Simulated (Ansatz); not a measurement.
# H6NSi: the cost of one run

All numbers below are computed with Ansatz 0.2.0 (UKS PBE0-D4/def2-SVP).

## Step 1: The system as given

Bond lengths: N2–Si3 1.707 Å, N2–H5 1.011 Å, Si3–H6 1.470 Å, Si3–H7 1.471 Å, Si3–H8 1.459 Å. Angles: N2–Si3–H6 117.1°, N2–Si3–H7 103.9°, N2–Si3–H8 105.5°, H6–Si3–H7 108.2°, H6–Si3–H8 109.8°, H7–Si3–H8 112.4°, Si3–N2–H5 118.6°.

Coordinates:

```xyz
8

H     0.1811   -1.2262    1.0441
N     0.6825   -0.1156    0.4785
Si   -0.2276    0.5645   -0.7950
H    -0.2447   -1.9650    1.5214
H     0.9154    0.4671    1.2709
H    -1.5291    1.1529   -0.4467
H     0.6366    1.6363   -1.3129
H    -0.4142   -0.5141   -1.7603
```

## Step 2: Pulling towards end A

Springs on the bonds that form and break draw the guess towards this end; the thresholds are loose.

input.yaml reads:

```yaml
crystal:
  periodic: [false, false, false]
  atoms:
    - { symbol: H, position_ang: [0.1811, -1.2262, 1.0441] }
    - { symbol: "N", position_ang: [0.6825, -0.1156, 0.4785] }
    - { symbol: Si, position_ang: [-0.2276, 0.5645, -0.795] }
    - { symbol: H, position_ang: [-0.2447, -1.965, 1.5214] }
    - { symbol: H, position_ang: [0.9154, 0.4671, 1.2709] }
    - { symbol: H, position_ang: [-1.5291, 1.1529, -0.4467] }
    - { symbol: H, position_ang: [0.6366, 1.6363, -1.3129] }
    - { symbol: H, position_ang: [-0.4142, -0.5141, -1.7603] }
magnetization:
  spin_polarized: true
  initial_magnetization: 1
basis:
  gaussian: { orbitals: def2-SVP }
hamiltonian:
  xc: pbe0
  dispersion: d4
relax:
  f_tol: 0.15
  max_steps: 25
  restrain:
    - { distance: [0, 3], at: 1.92, k: 30.0 }
    - { distance: [1, 0], at: 1.02, k: 30.0 }
```

Launch:

```
$ ansatz run input.yaml --threads 2 --pin off --max-ram 3072MiB --backend cpu --events-out ev --progress --plain --runs-dir out
```

What time and memory should one allow on 2 threads of AMD EPYC 9R14 (Zen 4), shared host?

About 4.9 s, with a peak of 0.16 GiB.
